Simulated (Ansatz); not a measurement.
Where CCSD(T) holds and where it slips

Each species is computed at the geometry given (Å), with frozen cores, in Ansatz 0.2.0: RHF-CCSD(T) for singlets, UHF-CCSD(T) otherwise, and full CI in the same basis. The program picks the determinant by trial CCSD, so it needn't be the lowest Hartree–Fock solution. States: HBCl⁺ A', HSB A', BH2⁺ B2, BH2⁻ A'. Cases whose determinant has another symmetry than full CI's state, or whose (Q) step broke down, weren't drawn.

Question: Judging by size, spin and bonding, rank them by the size of CCSD(T)'s error in total energy against full CI in the same basis, smallest first (an estimate).
A. HBCl⁺, singlet, 6-31G: B 0.000 -0.186 1.255; Cl 0.000 0.036 -0.441; H 0.000 0.714 2.039
B. BH₂⁻, singlet, aug-cc-pVDZ: B 0.000 -0.138 0.018; H 0.000 0.836 -1.184; H 0.000 0.647 0.987
C. BH2⁺, triplet, cc-pVQZ: B 0.000 0.000 -0.169; H 0.000 0.711 0.908; H 0.000 -0.711 0.908
D. HSB, singlet, 6-31G: B 0.000 0.089 1.293; S 0.000 -0.069 -0.409; H 0.000 1.225 -0.858

Answer: C (10.6 meV), A (18.3 meV), D (24.5 meV), B (33.7 meV).

| species | basis | correlated electrons | CCSD(T) − full CI (meV) | CCSDT(Q) − full CI (meV) | unpaired electrons (full CI) | T1 | ⟨S²⟩ of the determinant |
| --- | --- | --- | --- | --- | --- | --- | --- |
| BH2⁺, triplet | cc-pVQZ | 4 | 10.6 | -0.5 | 2.01 | 0.015 | 2.01 |
| HBCl⁺, singlet | 6-31G | 10 | 18.3 | -9.9 | 0.06 | 0.037 | 0.00 |
| HSB, singlet | 6-31G | 10 | 24.5 | 0.7 | 0.13 | 0.019 | 0.00 |
| BH2⁻, singlet | aug-cc-pVDZ | 6 | 33.7 | 1.2 | 0.14 | 0.014 | 0.00 |

Unpaired electrons are Σ n²(2−n)² over natural occupations; an open shell counts its own unpaired electrons too. Frozen cores follow each run's orbitals, which moves totals by a few meV.
